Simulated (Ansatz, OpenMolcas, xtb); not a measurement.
**A ladder of methods for AlHCl2 (SMILES [H][Al]([Cl])[Cl])**

The species is AlHCl2 (4 atoms), meant as a singlet with charge 0. As SMILES, `[H][Al]([Cl])[Cl]`. The shape comes from GFN2-xTB, which is rough for such elements, and wasn't checked as a minimum.

```
atom    x (Å)    y (Å)    z (Å)
  Al  -0.0478  -0.0807  -0.0004
  Cl   1.9719  -0.1826   0.0143
  Cl  -1.0957   1.6499  -0.0158
   H  -0.8284  -1.3866   0.0020
```

Each level gives the vertical ionisation energy (to the doublet cation) (eV). The values are calculated.

| level | kind | program | value (eV) | less FCI/STO-3G |
| --- | --- | --- | --- | --- |
| GFN2-xTB | semi-empirical | xtb | 14.92 | +5.52 |
| HF/STO-3G, open shells restricted | Hartree–Fock | OpenMolcas | 9.85 | +0.45 |
| SVWN5/STO-3G | LDA | Ansatz | 9.26 | -0.14 |
| BLYP/STO-3G | GGA | Ansatz | 9.08 | -0.32 |
| M06-2X/STO-3G | hybrid meta-GGA | OpenMolcas | 10.16 | +0.76 |
| HSE06/STO-3G | range-separated hybrid | Ansatz | 9.77 | +0.37 |
| RPA@PBE/STO-3G | RPA | Ansatz | 8.18 | -1.22 |
| MP2/STO-3G | perturbation theory | Ansatz | 9.75 | +0.35 |
| CCSD(T)/STO-3G | coupled cluster or CI | Ansatz | 9.43 | +0.03 |
| FCI/STO-3G, open shells restricted | exact in the basis | OpenMolcas | 9.40 | 0.00 |

FCI/STO-3G, open shells restricted is exact within its basis and frozen core, so for wave-function methods in that basis the difference is their error; functionals converge differently with the basis, so for them it is only a difference. The values span 8.18 to 14.92 eV. The xTB values lack the empirical shift that such differences need. All rows use very small basis sets, so even the best lies far from the true value.
